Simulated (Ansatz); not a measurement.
Basis-set extrapolation for `CC#CC=O` (PBE0-D4/def2-TZVP geometry, frozen core, the Gaussian-basis code of Ansatz). Multiplicity 1, RHF reference.

```
                      def2-TZVPP   def2-QZVPP
                 HF  -228.679808  -228.689697
    MP2 correlation    -0.851815    -0.910069
CCSD(T) correlation    -0.913519      not run
```

Energies in hartree. Use E(X) = E(∞) + A·exp(−7.88·√X) for Hartree–Fock and E(X) = E(∞) + B·X^(−2.97) for correlation, with X = 3 and 4, and add CCSD(T) minus MP2 of the smaller set to the MP2 limit.

What is the CCSD(T) energy at the basis-set limit?

HF limit: -228.689697 + (-0.009889) × 0.13774 = -228.69106. MP2 limit: -0.910069 + (-0.058254) × 0.74074 = -0.95322. Higher-order term: -0.913519 − (-0.851815) = -0.06170. Total: -229.70598 hartree, 295.8 kJ/mol below CCSD(T)/def2-TZVPP.
